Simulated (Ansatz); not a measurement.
Relaxation of B(CO)H3 (CH₃BO) with RKS PBE-D4/def2-TZVP.

```sh
$ ansatz run in.yaml --threads 2 --pin off --events-out ev --progress --plain --max-ram 4352MiB
```

```yaml
crystal:
  periodic: [false, false, false]
  atoms:
    - {symbol: B, position_ang: [-0.013250, 0.005270, -0.516110]}
    - {symbol: C, position_ang: [0.011910, 0.007900, 0.957520]}
    - {symbol: O, position_ang: [0.044170, -0.008430, 2.099160]}
    - {symbol: H, position_ang: [1.125420, 0.004210, -0.852220]}
    - {symbol: H, position_ang: [-0.589380, 0.982500, -0.862300]}
    - {symbol: H, position_ang: [-0.578870, -0.991440, -0.826050]}
basis:
  gaussian: {orbitals: def2-TZVP}
hamiltonian: {xc: pbe, dispersion: d4}
scf: {lower_state_search: "off"}
output: {orbitals: {seedname: orbitals}}
relax: {f_tol: 0.02, max_steps: 100}
```

Hardware: 2 threads of AMD EPYC 7R43 on a shared host. Wall time 4.8 s.

Positions (Å) and forces (eV/Å) at steps 1, 2, 3, 4 of 4:

```xyz
6
step=1 energy=-3805.5833 eV
B    -0.013    0.005   -0.516   -0.017    0.017   -0.278
C     0.012    0.008    0.958    0.020   -0.020    0.530
O     0.044   -0.008    2.099   -0.008    0.019    0.209
H     1.125    0.004   -0.852    0.647   -0.004   -0.168
H    -0.589    0.983   -0.862   -0.325    0.554   -0.145
H    -0.579   -0.991   -0.826   -0.316   -0.566   -0.148
6
step=2 energy=-3805.6172 eV
B    -0.013    0.005   -0.522   -0.007    0.005   -0.254
C     0.012    0.008    0.966    0.023   -0.025    0.377
O     0.043   -0.006    2.109   -0.014    0.020   -0.009
H     1.146    0.004   -0.859    0.217    0.000   -0.046
H    -0.600    1.000   -0.863   -0.111    0.190   -0.030
H    -0.588   -1.010   -0.831   -0.107   -0.190   -0.038
6
step=3 energy=-3805.6241 eV
B    -0.012    0.003   -0.530   -0.001    0.000   -0.054
C     0.013    0.007    0.972    0.017   -0.023    0.060
O     0.041   -0.003    2.115   -0.012    0.017   -0.025
H     1.159    0.003   -0.863   -0.002    0.001    0.004
H    -0.606    1.011   -0.859   -0.002    0.003    0.012
H    -0.594   -1.021   -0.834    0.000    0.002    0.004
6
step=4 energy=-3805.6242 eV
B    -0.011    0.002   -0.532    0.000    0.000   -0.006
C     0.013    0.006    0.972    0.014   -0.019    0.004
O     0.040   -0.002    2.115   -0.010    0.014   -0.005
H     1.159    0.003   -0.864   -0.006    0.001    0.000
H    -0.606    1.012   -0.857    0.000   -0.001    0.007
H    -0.595   -1.022   -0.835    0.002    0.005    0.001
```
